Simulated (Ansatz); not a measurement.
**CF⁺, singlet: the ladder up to RCCSDTQ**

Geometry: that of the CF⁺, triplet, kept fixed.

```xyz
2

C     0.0000    0.0000    0.0000
F     0.0000    0.0000    1.2067
```

Basis cc-pVDZ; Ansatz 0.2.0. Correlated methods freeze the noble-gas cores, which leaves 10 electrons in 26 orbitals. Prefix R: restricted or restricted open-shell reference. Active spaces: valence = (10e, 8o) chosen from the atoms' valence shells.

Full CI isn't at hand for all of this; RCCSDTQ serves as the reference, and is uncertain by about the last step of the cluster series.

The UHF ⟨S²⟩ is 0.000 and the T1 diagnostic (RCCSD) is 0.0256. The largest doubles amplitude (RCCSD) is 0.104.

```json
{"level": "RHF", "E − E(RCCSDTQ) (kcal/mol)": "193.71", "share of correlation (%)": "0.00", "wall time": "–"}
{"level": "RMP2", "E − E(RCCSDTQ) (kcal/mol)": "16.92", "share of correlation (%)": "91.27", "wall time": "–"}
{"level": "CISD", "E − E(RCCSDTQ) (kcal/mol)": "18.78", "share of correlation (%)": "90.31", "wall time": "0.49 s"}
{"level": "RCCSD", "E − E(RCCSDTQ) (kcal/mol)": "7.30", "share of correlation (%)": "96.23", "wall time": "–"}
{"level": "RCCSD(T)", "E − E(RCCSDTQ) (kcal/mol)": "0.86", "share of correlation (%)": "99.56", "wall time": "0.24 s"}
{"level": "BCCD(T)", "E − E(RCCSDTQ) (kcal/mol)": "0.55", "share of correlation (%)": "99.71", "wall time": "0.3 s"}
{"level": "RCCSDT", "E − E(RCCSDTQ) (kcal/mol)": "0.45", "share of correlation (%)": "99.77", "wall time": "–"}
{"level": "CISDTQ", "E − E(RCCSDTQ) (kcal/mol)": "1.07", "share of correlation (%)": "99.45", "wall time": "8 s (H100)"}
{"level": "RCCSDT(Q)", "E − E(RCCSDTQ) (kcal/mol)": "-0.08", "share of correlation (%)": "100.04", "wall time": "1.5 s"}
{"level": "CASSCF (valence space)", "E − E(RCCSDTQ) (kcal/mol)": "113.16", "share of correlation (%)": "41.58", "wall time": "–"}
{"level": "NEVPT2 (valence space)", "E − E(RCCSDTQ) (kcal/mol)": "25.73", "share of correlation (%)": "86.72", "wall time": "1.3 s"}
{"level": "NEVPT4(SD) (valence space)", "E − E(RCCSDTQ) (kcal/mol)": "5.98", "share of correlation (%)": "96.91", "wall time": "2.1 s"}
{"level": "MRCISD (valence space)", "E − E(RCCSDTQ) (kcal/mol)": "7.82", "share of correlation (%)": "95.96", "wall time": "–"}
{"level": "MRCISD+Q (valence space)", "E − E(RCCSDTQ) (kcal/mol)": "3.32", "share of correlation (%)": "98.29", "wall time": "2.1 s"}
```

The correlation energy at RCCSDTQ, counted from RHF, is -8.400 eV. That run took 4.2 s on 2 threads of AMD EPYC 7R13 with a shared H100 80 GB, shared host.

Times hold each run's SCF and search for its determinant on a shared host, so for small cases they say little of a method's own cost; rows without a card ran on 1 thread of AMD EPYC 7R13.

Natural occupations of CASSCF (valence space) about the gap: 1.999 1.992 1.975 1.967 1.967 0.036 0.036 0.027; effectively unpaired electrons, Σ n²(2−n)², 0.02.
